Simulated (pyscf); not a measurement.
Thermochemistry of product channels of NH₂⁻ + CH₄ on the singlet surface, in kcal/mol, from ωB97M-D3(BJ)/def2-TZVPD energies (ideal gas, 1 atm, RRHO with modes under 100 cm⁻¹ raised to 100, one conformer, R ln 2 for rigid chiral ones). Single points on ωB97X-D3(BJ)/def2-SVPD structures (PySCF, gas phase).

```tsv
products	ΔE	ΔH(298 K)	ΔG(298 K)	ΔG(600 K)
NH₃ + CH₃⁻	+12.6	+12.2	+11.5	+10.7
H₃C–NH⁻ + H₂	+24.4	+20.4	+20.9	+21.2
```

These are energies of the channels, which say nothing of barriers.
